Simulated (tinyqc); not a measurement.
Inside a calculation. Method: MP2 on RHF in the sto-3g basis, frozen core, for BH3, spin multiplicity 1. One step of it, computed by the program tinyqc.

Question. Orthogonalisation. S = U s U^T; symmetric (Loewdin) form X = U s^(-1/2) U^T, so that X^T S X = 1.

overlap S, order 1B 1s, 1B 2s, 1B 2px, 1B 2py, 1B 2pz, 2H 1s, 3H 1s, 4H 1s:
$$\begin{pmatrix}
1.000000 & 0.269328 & 0.000000 & 0.000000 & 0.000000 & 0.078749 & 0.078825 & 0.078825 \\
0.269328 & 1.000000 & 0.000000 & 0.000000 & 0.000000 & 0.514640 & 0.514863 & 0.514863 \\
0.000000 & 0.000000 & 1.000000 & 0.000000 & 0.000000 & 0.511921 & -0.256120 & -0.256120 \\
0.000000 & 0.000000 & 0.000000 & 1.000000 & 0.000000 & 0.000000 & 0.443391 & -0.443391 \\
0.000000 & 0.000000 & 0.000000 & 0.000000 & 1.000000 & -0.004587 & -0.004590 & -0.004590 \\
0.078749 & 0.514640 & 0.511921 & 0.000000 & -0.004587 & 1.000000 & 0.133000 & 0.133000 \\
0.078825 & 0.514863 & -0.256120 & 0.443391 & -0.004590 & 0.133000 & 1.000000 & 0.133155 \\
0.078825 & 0.514863 & -0.256120 & -0.443391 & -0.004590 & 0.133000 & 0.133155 & 1.000000
\end{pmatrix}$$

Give: eigenvalues of S; X.

Answer.

eigenvalues of S: [0.2137, 0.3028, 0.3029, 0.9467, 1.0001, 1.5640, 1.5641, 2.1056]

X, order 1B 1s, 1B 2s, 1B 2px, 1B 2py, 1B 2pz, 2H 1s, 3H 1s, 4H 1s:
$$\begin{pmatrix}
1.0336 & -0.1861 & 0.0000 & 0.0000 & 0.0004 & 0.0279 & 0.0279 & 0.0279 \\
-0.1861 & 1.5493 & -0.0003 & 0.0000 & -0.0045 & -0.4049 & -0.4053 & -0.4053 \\
0.0000 & -0.0003 & 1.2546 & 0.0000 & 0.0000 & -0.4129 & 0.2067 & 0.2067 \\
0.0000 & 0.0000 & 0.0000 & 1.2547 & 0.0000 & 0.0000 & -0.3577 & 0.3577 \\
0.0004 & -0.0045 & 0.0000 & 0.0000 & 1.0000 & 0.0035 & 0.0035 & 0.0035 \\
0.0279 & -0.4049 & -0.4129 & 0.0000 & 0.0035 & 1.3400 & -0.0217 & -0.0217 \\
0.0279 & -0.4053 & 0.2067 & -0.3577 & 0.0035 & -0.0217 & 1.3404 & -0.0217 \\
0.0279 & -0.4053 & 0.2067 & 0.3577 & 0.0035 & -0.0217 & -0.0217 & 1.3404
\end{pmatrix}$$
